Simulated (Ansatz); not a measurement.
Consider the substitution at a C–O bond: `COCC=O` + HCl → `O=CCCl` + CH₃OH.

Gas-phase electronic energies from Ansatz, PBE0-D4/def2-TZVP geometries. CCSD(T)/CBS adds triple-zeta CCSD(T) − MP2 to the extrapolated MP2 energy (def2 sets, frozen cores). This one scheme is used for every species. DFT in def2-TZVPP. One conformer a species, not always the lowest.

`COCC=O`:

Z-matrix (Å, degrees):
```
C
O 1 1.406
H 1 1.089 2 107.4
H 1 1.098 2 111.1 3 119.3
H 1 1.098 2 112.1 3 -119.3
C 2 1.396 1 112.5 3 179.4
C 6 1.513 2 112.8 1 -76.4
H 6 1.096 2 107.3 1 166.1
H 6 1.099 2 112.7 1 47.8
O 7 1.198 6 124.0 2 164.0
H 7 1.113 6 114.1 2 -18.0
```

HCl:

```xyz
2

Cl    0.585   -0.246    0.075
H    -0.585    0.246   -0.075
```

`O=CCCl`:

Z-matrix (Å, degrees):
```
C
C 1 1.509
Cl 1 1.772 2 111.0
H 1 1.093 2 108.9 3 118.6
H 1 1.089 2 110.2 3 -121.6
O 2 1.196 1 122.3 3 151.3
H 2 1.109 1 115.3 3 -29.6
```

CH₃OH:

Cartesian coordinates in Å:
```
C -0.021 0.355 0.020
O -0.379 -0.945 -0.389
H -0.722 1.043 -0.454
H 0.992 0.629 -0.297
H -0.097 0.487 1.106
H 0.227 -1.569 0.015
```

(1) Is it downhill or uphill in electronic energy at CCSD(T)/CBS, and by how much? (Estimate.)

(2) What do these levels give: LDA (SPW92), PBE-D4, r2SCANh-D4, r2SCAN0-D4, CAM-B3LYP, RPA@PBE/def2-TZVPP? (Estimate.)

Largest T1 diagnostic among the species: 0.013.

Results:

(1) Computed: Downhill: ΔE = -8.2 kJ/mol.

(2) Computed: LDA (SPW92) 1.5, PBE-D4 -8.3, r2SCANh-D4 -5.1, r2SCAN0-D4 -5.2, CAM-B3LYP -3.0, RPA@PBE/def2-TZVPP -1.6 kJ/mol.

At CCSD(T), def2-SVP lies +19.7 kJ/mol from the extrapolated value and def2-TZVPP +5.3 kJ/mol. Leaving LDA and LC-ωPBE aside and taking each functional with its dispersion term where it has one, the values, not all of them listed here, spread over 7.3 kJ/mol, from revPBE-D4 to CAM-B3LYP-D4. LDA lies +11.6 kJ/mol from PBE without D4. From BLYP to BHLYP (50 % exact exchange), in def2-TZVPP and without D4, ΔE moves by +4.7 kJ/mol.
